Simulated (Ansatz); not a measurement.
Rhombohedral A7 Sb was calculated with PBE in Ansatz (plane waves, PAW).

Run with plane-wave cutoff 500 eV, 12×12×12 k mesh, Fermi–Dirac smearing 0.05 eV, scalar-relativistic PAW data made under PBE.

Computed at the level's own relaxed cell.

### Question
Predict the equilibrium volume per atom, equilibrium lattice constant a and c axis length.

### Answer

equilibrium volume per atom: 31.83 Å³/atom
equilibrium lattice constant a: 4.376 Å
c axis length: 11.516 Å

Measured, for comparison: lattice constant a 4.301 Å, lattice parameter c 11.232 Å (78 K, zero-point motion not removed; as tabulated in Schiferl, Barrett, J. Appl. Cryst. 2, 30 (1969), COD 9009654). Computed (rounded) less measured: lattice constant a +1.7 %, lattice parameter c +2.5 %.

Note: the cell comes from a level without a dispersion term, which matters for the spacing of layers, chains or molecules.

Spin–orbit coupling is not included.

The computed numbers hold no vibrational or temperature effects.

The result took very roughly 100 core-seconds.

Ansatz is a quantum-chemistry and plane-wave program.
